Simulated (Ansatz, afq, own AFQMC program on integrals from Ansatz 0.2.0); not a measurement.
# BeGaH3, singlet in cc-pVDZ, levels against CCSDT(Q)

```yaml
atoms:
  - { symbol: Ga, position_ang: [0.0000, 0.0000, 0.2445] }
  - { symbol: Be, position_ang: [0.0000, 0.0000, -1.7870] }
  - { symbol: H, position_ang: [0.0000, 1.1795, 1.0265] }
  - { symbol: H, position_ang: [0.0000, -1.1795, 1.0265] }
  - { symbol: H, position_ang: [0.0000, 0.0000, -2.9881] }
```

Connectivity, by distances: GaH2–BeH.

Basis cc-pVDZ. Only valence electrons are correlated. AFQMC by an in-house program on the Cholesky factors that Ansatz 0.2.0 writes for its CCSD(T) run. ph-AFQMC/CISD is guided by a CISD state made of CCSD amplitudes; releasing the constraint for a short imaginary time cuts its bias at the price of noise, slowly where states lie close. Free AFQMC starts from the CCSD state and is never constrained. Its projection time is finite, and what remains of the start isn't in its error. Uncertainties: one standard error, sampling alone. No spin–orbit coupling.

Determinant: RHF, the one that the program's search chose, which needn't be the lowest solution. The geometry is a point of a scan.

No full CI on the walks' own integrals is used here; CCSDT(Q) serves as the reference and is uncertain by about the last step of the cluster series.

Cautions: no relativity below Rb; no spin-orbit coupling; inner d shell frozen.

- T1 diagnostic: 0.0092
- weight of the determinant in the CISD state: 0.909
- size of the correlated space: 8 electrons in 41 orbitals

Reference: CCSDT(Q), correlation energy -3.823 eV. The released energy is read at 2.40 1/Eh (meV from the phaseless value at times in 1/Eh: -3 ± 6 at 0.24, -2 ± 5 at 0.51, 6 ± 5 at 0.99, 3 ± 5 at 1.62, 5 ± 6 at 2.40).

```
         level  E − E(reference) (kJ/mol)  share of correlation (%)
            HF                      368.9                      0.00
           MP2                       92.8                     74.84
          CCSD                        7.2                     98.06
       CCSD(T)                        1.7                     99.53
         CCSDT                        0.2                     99.95
   ph-AFQMC/HF                 -8.8 ± 3.2                    102.38
 ph-AFQMC/CISD                 -0.3 ± 0.4                    100.09
released AFQMC                  0.2 ± 0.6                     99.96
    free AFQMC                 -1.0 ± 0.8                    100.27
```

Free projections are given only where their last times agree within the noise and don't stop above the reference; a slow remainder of the start can still hide under it. A walk keeps the symmetry of its determinant, which the program's search chose and which needn't be the lowest solution, so a lower state of the same spin and another symmetry isn't excluded. Released energies are given only where the last usable release times agree within the noise; a slower fall can still hide under it.
